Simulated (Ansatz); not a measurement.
Ansatz (an electronic-structure program) input:

Ansatz 0.2 input:
```yaml
crystal:
  periodic: [false, false, false]
  atoms:
    - {symbol: N, position_ang: [-0.00000000, -0.00000000, -0.67156643]}
    - {symbol: O, position_ang: [0.00000000, 0.00000000, 0.58762062]}
basis:
  gaussian:
    orbitals: aug-cc-pVDZ
total_charge: -1
magnetization: {spin_polarized: false}
correlation: {method: ccsd_t, electrons: outside_noble_gas}
output: {forces: true}
```

Question: Which total energy does the run end on?

Answer: -129.58242 Eh (CCSD(T)/aug-cc-pVDZ). The basis has 46 functions.
